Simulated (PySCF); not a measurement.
Molecule: SMILES C(C=C)(=O)F, C₃H₃FO.

Geometry (Å), atoms numbered from 1 in this order:
```xyz
8

C     0.987    0.772   -0.077
C     0.141   -0.101    0.473
C    -0.990   -0.635   -0.310
O    -1.278   -0.395   -1.436
F    -1.725   -1.482    0.422
H     0.845    1.094   -1.113
H     1.832    1.179    0.483
H     0.244   -0.451    1.503
```

Geometry PBE0-D3(BJ)/def2-SVP throughout; GIAO in PySCF 2.14, gas phase, one conformer, non-relativistic; equivalent atoms averaged; functional PBE0.

A run gave: C3 156.8, C1 140.3, C2 124.9, O4 381.8, F5 31.8, H6 7.33, H7 6.50, H8 6.42 ppm (shifts δ (against TMS, H2O, CFCl3 at the same level)).

**Question.** Which basis set was used in that run?
A. pcSseg-0
B. IGLO-III
C. aug-cc-pVDZ
D. cc-pVTZ
E. cc-pVDZ

**Answer.** C. O4 tells them apart best: aug-cc-pVDZ gives 381.8, cc-pVTZ gives 408.9, cc-pVDZ gives 395.6, IGLO-III gives 411.3, pcSseg-0 gives 473.3 ppm.
